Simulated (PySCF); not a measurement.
**How methods differ on the ionisation energy of He**

He 1s2 (1S) → He⁺ 1s1 (2S), as a difference of total energies. Calculation: PySCF 2.14, in aug-cc-pVTZ with one added diffuse shell each of s, p, d type (5s4p3d, 32 functions); no relativity, point nucleus. Correlated levels: valence: nothing frozen. The calculations carry no spin-orbit coupling.

```
           method  ionisation energy (eV)
              UHF                  23.463
    MP2 (valence)                  24.379
SCS-MP2 (valence)                  24.562
   CCSD (valence)                  24.536
```

**Question.** How much does correlation contribute at MP2 (valence)?

**Answer.** 24.379 − (23.463) = 0.916 eV, measured against UHF.

Errors of the correlated levels include the incompleteness of this basis.

With two correlated electrons CCSD is exact in that space.

For comparison: 24.587 eV (measured; NIST Atomic Spectra Database, ionization energies).
